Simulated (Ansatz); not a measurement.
**How methods differ on PH (SMILES [PH])**

PH: 2 atoms, total charge 0, spin state triplet. As SMILES, `[PH]`. The coordinates come from a PBE0-D4/def2-TZVP relaxation.

```xyz
2

P     0.0000    0.0000   -0.0146
H     0.0000    0.0000    1.4137
```

Quantity: the energy change with the P1–H2 bond stretched from 1.428 to 2.099 Å, in eV. The values are calculated.

```json
{"level": "UPBE/cc-pVDZ", "kind": "GGA", "program": "Ansatz", "value (eV)": "1.56", "less FCI/cc-pVDZ": "+0.01"}
{"level": "U-r2SCAN0/cc-pVDZ", "kind": "hybrid meta-GGA", "program": "Ansatz", "value (eV)": "1.79", "less FCI/cc-pVDZ": "+0.24"}
{"level": "UB3LYP/cc-pVDZ", "kind": "global hybrid", "program": "Ansatz", "value (eV)": "1.66", "less FCI/cc-pVDZ": "+0.11"}
{"level": "UBHLYP/cc-pVDZ", "kind": "global hybrid", "program": "Ansatz", "value (eV)": "1.84", "less FCI/cc-pVDZ": "+0.29"}
{"level": "UHSE06/cc-pVDZ", "kind": "range-separated hybrid", "program": "Ansatz", "value (eV)": "1.74", "less FCI/cc-pVDZ": "+0.19"}
{"level": "UMP2/cc-pVDZ", "kind": "perturbation theory", "program": "Ansatz", "value (eV)": "1.88", "less FCI/cc-pVDZ": "+0.33"}
{"level": "UCCSD/cc-pVDZ", "kind": "coupled cluster or CI", "program": "Ansatz", "value (eV)": "1.62", "less FCI/cc-pVDZ": "+0.07"}
{"level": "FCI/3-21G", "kind": "exact in the basis", "program": "Ansatz", "value (eV)": "1.10", "less FCI/cc-pVDZ": "-0.45"}
{"level": "FCI/cc-pVDZ", "kind": "exact in the basis", "program": "Ansatz", "value (eV)": "1.55", "less FCI/cc-pVDZ": "0.00"}
```

FCI/cc-pVDZ is exact within its basis and frozen core, so for wave-function methods in that basis the difference is their error; functionals converge differently with the basis, so for them it is only a difference. The first shape isn't each level's own minimum. The values span 1.10 to 1.88 eV. Spin contamination of the reference (⟨S²⟩ at least 0.1 too high) touches U-r2SCAN0/cc-pVDZ, UBHLYP/cc-pVDZ, UMP2/cc-pVDZ, UCCSD/cc-pVDZ. High-level rows in very small sets aren't better than simpler rows in larger ones. Without the sets that lack polarisation functions the rows with a basis span only 1.55 to 1.88 eV.
